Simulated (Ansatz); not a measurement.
Born–Oppenheimer molecular dynamics of C$_{2}$H$_{5}$O (8 atoms, charge 1, multiplicity 1). It starts from a relaxed structure.

Level of theory: RKS PBE0/def2-SVP in Ansatz.

```json
{
 "ensemble": "NVE (velocity Verlet)",
 "time step": "0.5 fs",
 "steps asked": "300",
 "starting velocities drawn for": "500 K",
 "seed": "652910"
}
```

First frame:

```xyz
8
Properties=species:S:1:pos:R:3
C -0.339 0.646 -0.596
C 0.272 -0.207 0.395
O 0.027 -1.441 0.415
H -1.000 0.105 -1.284
H 0.471 1.177 -1.136
H -0.876 1.457 -0.064
H 0.962 0.208 1.151
H 0.482 -1.946 1.120
```

Q: How far do the bonds stretch over the last three quarters of this one trajectory? (Pairs bonded in most of those frames.)

A: 
```
 bond  mean (Å)  spread (Å)  shortest  longest
C1–C2     1.442       0.023      1.40     1.49
C1–H4     1.102       0.039      1.04     1.16
C1–H5     1.114       0.014      1.09     1.15
C1–H6     1.109       0.028      1.06     1.16
C2–O3     1.264       0.031      1.21     1.31
C2–H7     1.107       0.031      1.05     1.16
O3–H8     0.981       0.017      0.96     1.01
```

Mean temperature of the second half: 249 K. The conserved energy stayed within 0.46 meV per atom of its start (net change 0.17 meV per atom), so the integration is sound. Over the second half the temperature averaged 0.50 of the 500 K drawn at the start: a run that starts near a minimum puts about half its kinetic energy into the potential. A run of 0.15 ps of so small a system gives no equilibrium averages.

Time of the run: 5.1 min on 1 thread of Arm Neoverse V2, with other jobs on the host, peak memory 0.1 GiB.
